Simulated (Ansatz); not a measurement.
**Bulk modulus of some bcc solids**

Method: PBE-D4 (Ansatz, a quantum-chemistry and plane-wave program, PAW). References are measured values corrected to a static lattice.

Values in GPa.

| solid | reference | PBE-D4 | error (%) |
|---|---|---|---|
| bcc V | 161 | 190 | +18.0 |
| bcc W | 312 (300–328) | 319 | +2.2 |
| bcc Fe | 174 | 212 | +22 |
| bcc Nb | 173 | 174 | +0.6 |
| bcc Mo | 265 (265–278) | 273 | +3.0 |
| bcc Ta | 198 | 200 | +1.0 |
| bcc Li | 13.8 (13.1–13.9) | 14.1 | +2.2 |
| bcc Na | 7.9 | 7.87 | -0.4 |

Over these 8 solids the mean error is +6.1 %, the mean absolute error 6.2 % (median 2.2 %), and the worst case bcc Fe at +22 %; the value is above the reference in 7 of 8 cases.

All these references are brought to a static lattice.

Spin–orbit coupling is left out, also for the solids with elements from indium on (bcc W, bcc Ta); its size isn't shown.

Brackets give the range of the sources taken for a reference, where it is wide; it can hold other temperatures.

Differences are worked out from the printed values.

Each level is taken at its own relaxed cell. Ansatz's density-functional and Hartree–Fock values are scalar-relativistic unless marked +SOC, with PAW data made under PBE.

Ansatz's runs of these crystals have no spin polarisation, but for bcc Fe.

Density-functional runs with spin start from parallel moments for bcc Fe.

Not in this set, of the bcc solids with a reference value in our tables and a result at some level: 3 for no value at PBE-D4 (not run, a failed fit, an unstable or unbound cell, or a value held back for tests); 2 for sources at odds. These can be a level's best or worst cases. Solids without a released value at any level aren't counted. Layered and molecular crystals are counted apart. The metals Ce to Yb are counted apart.

References as tabulated in Levämäki et al. (2014), arXiv:1402.3671; doi:10.1021/acs.jctc.3c00612; Mejia-Rodriguez and Trickey (2018), arXiv:1807.09216.
